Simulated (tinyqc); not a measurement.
RHF in the sto-6g basis, for H2O, spin multiplicity 1, step by step (part 2 of 2). Computed by tinyqc, a small Python program that keeps every step (integrals from PySCF). Command: `OMP_NUM_THREADS=1 python tinyqc.py 27640 27641 out.jsonl` (the two numbers bound the seeds that draw the settings). One thread of a shared host (Intel(R) Xeon(R) Processor @ 2.60GHz), about 0.1 s of CPU time with the checks.

Geometry (angstrom):
```
atom       x        y       z
O     0.0000   0.0000  0.0000
H     0.0000   0.8430  0.7360
H     0.0000  -0.8430  0.7360
```

## Convergence

Stop when the energy changes by less than 1e-09 hartree and every element of the error matrix X^T (F D S - S D F) X is below 9e-06.

Course of the cycle:
```
iteration  E (hartree)     change  largest element of the error matrix
1           -74.003269          -                             5.17e-01
2           -74.475696  -4.72e-01                             3.78e-01
3           -74.808812  -3.33e-01                             2.64e-01
4           -75.049257  -2.40e-01                             1.80e-01
5           -75.222210  -1.73e-01                             1.38e-01
6           -75.347080  -1.25e-01                             1.03e-01
7           -75.436454  -8.94e-02                             7.47e-02
8           -75.499969  -6.35e-02                             5.33e-02
9           -75.544901  -4.49e-02                             3.80e-02
10          -75.576591  -3.17e-02                             2.66e-02
11          -75.598884  -2.23e-02                             1.87e-02
12          -75.614545  -1.57e-02                             1.32e-02
13          -75.625534  -1.10e-02                             9.24e-03
14          -75.633240  -7.71e-03                             6.48e-03
...                ...        ...                                  ...
46          -75.651263  -8.54e-08                             7.18e-08
47          -75.651263  -5.98e-08                             5.03e-08
48          -75.651263  -4.19e-08                             3.52e-08
49          -75.651263  -2.93e-08                             2.46e-08
50          -75.651263  -2.05e-08                             1.72e-08
51          -75.651263  -1.44e-08                             1.21e-08
52          -75.651263  -1.01e-08                             8.45e-09
53          -75.651263  -7.04e-09                             5.91e-09
54          -75.651263  -4.93e-09                             4.14e-09
55          -75.651263  -3.45e-09                             2.90e-09
56          -75.651263  -2.41e-09                             2.03e-09
57          -75.651263  -1.69e-09                             1.42e-09
58          -75.651263  -1.18e-09                             9.94e-10
59          -75.651263  -8.28e-10                             6.96e-10
```

PySCF RHF in the same basis = -75.651263 hartree

Converged in 59 iterations.

## Populations, bond orders and dipole

D after iteration 59, order 1O 1s, 1O 2s, 1O 2px, 1O 2py, 1O 2pz, 2H 1s, 3H 1s:
```
[[2.1070, -0.4641, 0.0000, 0.0000, 0.0934, -0.0080, -0.0080],
 [-0.4641, 2.0603, 0.0000, 0.0000, -0.5454, -0.0825, -0.0825],
 [0.0000, 0.0000, 2.0000, 0.0000, 0.0000, 0.0000, 0.0000],
 [0.0000, 0.0000, 0.0000, 0.7755, 0.0000, 0.5636, -0.5636],
 [0.0934, -0.5454, 0.0000, 0.0000, 1.0714, 0.5195, 0.5195],
 [-0.0080, -0.0825, 0.0000, 0.5636, 0.5195, 0.6802, -0.1391],
 [-0.0080, -0.0825, 0.0000, -0.5636, 0.5195, -0.1391, 0.6802]]
```

overlap S, order 1O 1s, 1O 2s, 1O 2px, 1O 2py, 1O 2pz, 2H 1s, 3H 1s:
```
[[1.0000, 0.2311, 0.0000, 0.0000, 0.0000, 0.0382, 0.0382],
 [0.2311, 1.0000, 0.0000, 0.0000, 0.0000, 0.3774, 0.3774],
 [0.0000, 0.0000, 1.0000, 0.0000, 0.0000, 0.0000, 0.0000],
 [0.0000, 0.0000, 0.0000, 1.0000, 0.0000, 0.2507, -0.2507],
 [0.0000, 0.0000, 0.0000, 0.0000, 1.0000, 0.2189, 0.2189],
 [0.0382, 0.3774, 0.0000, 0.2507, 0.2189, 1.0000, 0.1954],
 [0.0382, 0.3774, 0.0000, -0.2507, 0.2189, 0.1954, 1.0000]]
```

Mulliken: Z minus the diagonal of D S on the atom; Loewdin: the same with S^(1/2) D S^(1/2); Mayer order: 2 sum_s sum (D(s) S)_ij (D(s) S)_ji over the two atoms.

Charges (e):
```
atom  Mulliken  Loewdin
1O     -0.2468  -0.1823
2H      0.1234   0.0911
3H      0.1234   0.0911
```

Mayer bond orders:
```
pair   order
2-1   0.9805
3-1   0.9805
3-2   0.0043
```

dipole moment about the origin, x y z (debye): [0.0000, 0.0000, 1.5782]
